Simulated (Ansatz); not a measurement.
Total energies of `[N-]=[N+]=O`.

Z-matrix (Å, degrees):
```
N
N 1 1.118
O 1 1.174 2 180.0
```

Total charge 0; spin multiplicity 1. Geometry: relaxed with PBE0-D4/def2-TZVP. Basis def2-TZVPP, the Gaussian-basis code of Ansatz.

RPA on PBE orbitals: Hartree–Fock energy of these orbitals -183.72198 Eh, correlation -0.92855 Eh (frozen core).

```
 functional  energy without D4 (Eh)  D4 term (kJ/mol)
LDA (SPW92)              -183.36054                 –
        PBE              -184.56842              -2.6
     revPBE              -184.71292             -10.6
     r2SCAN              -184.65900              -0.6
     B97M-V              -184.70602                 –
      B3LYP              -184.74364              -4.2
    r2SCANh              -184.64104              -0.6
    r2SCAN0              -184.61503              -0.7
    ωB97M-V              -184.69568                 –
   PBE-QIDH              -184.51166                 –
```

Give the same for BLYP, PBE0, HSE06 (plane-wave form), BHLYP, CAM-B3LYP, LC-ωPBE, ωB97X-V, B2PLYP. (Best estimate.)

Computed: 
```csv
functional,energy without D4 (Eh),D4 term (kJ/mol)
BLYP,-184.73577,-6.2
PBE0,-184.54551,-2.1
HSE06 (plane-wave form),-184.53760,-1.9
BHLYP,-184.63114,-2.8
CAM-B3LYP,-184.67315,-2.1
LC-ωPBE,-184.62031,–
ωB97X-V,-184.67891,–
B2PLYP,-184.62736,–
```

B3LYP takes the VWN-RPA correlation (the form of Gaussian; ORCA's B3LYP/G). HSE06 is the plane-wave form, built on full-range PBE exchange. The double hybrids freeze the cores in their second-order part.

LC-ωPBE has ω = 0.4 bohr⁻¹.
